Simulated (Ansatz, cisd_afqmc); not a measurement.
System: LiF, charge 1, doublet. LiF+ (parent SMILES [Li][F], doublet).
B3LYP-D3(BJ)/def2-TZVP minimum from Ansatz (an electronic-structure program):
```xyz
2

Li     0.0000     0.0000    -1.5294
F      0.0000     0.0000     0.5098
```
Charge +1, spin multiplicity 2.

Total energies in def2-SVP, 7 correlated electrons, 2 frozen orbitals. UHF or UKS for unpaired electrons; spin-orbit terms are left out. Cores are frozen in correlated methods. No relativity. AFQMC/CISD: phaseless, guided by CISD from CCSD amplitudes; bars are statistical, one sigma. Outlying blocks are dropped, and bars are widened where a walk drifts. Over all cases where full CI ran beside it in this data, AFQMC minus full CI had a median of +0.1 mEh and passed +0.4 mEh in a tenth of the cases. Full CI freezes restricted core orbitals and the other rows unrestricted ones, which leaves a small offset even where coupled cluster is exact.

```json
[
 {"method": "HF", "program": "Ansatz", "energy (Eh)": "-106.52787", "error against FCI (mEh)": "152.99"},
 {"method": "MP2", "program": "Ansatz", "energy (Eh)": "-106.66815", "error against FCI (mEh)": "12.71"},
 {"method": "CCSD", "program": "Ansatz", "energy (Eh)": "-106.67958", "error against FCI (mEh)": "1.28"},
 {"method": "CCSD(T)", "program": "Ansatz", "energy (Eh)": "-106.68066", "error against FCI (mEh)": "0.20"},
 {"method": "CCSDT(Q)", "program": "Ansatz", "energy (Eh)": "-106.68088", "error against FCI (mEh)": "-0.02"},
 {"method": "CCSDTQ", "program": "Ansatz", "energy (Eh)": "-106.68089", "error against FCI (mEh)": "-0.03"},
 {"method": "AFQMC/CISD", "program": "cisd_afqmc", "energy (Eh)": "-106.6809 ± 0.0001", "error against FCI (mEh)": "-0.1 ± 0.1"},
 {"method": "FCI", "program": "Ansatz", "energy (Eh)": "-106.68086", "error against FCI (mEh)": "0.00"}
]
```

Rough core times of Ansatz's runs on a shared machine: CCSD(T) under 20 s, CCSDT(Q) under 20 s, CCSDTQ 2 min, FCI 30 s.
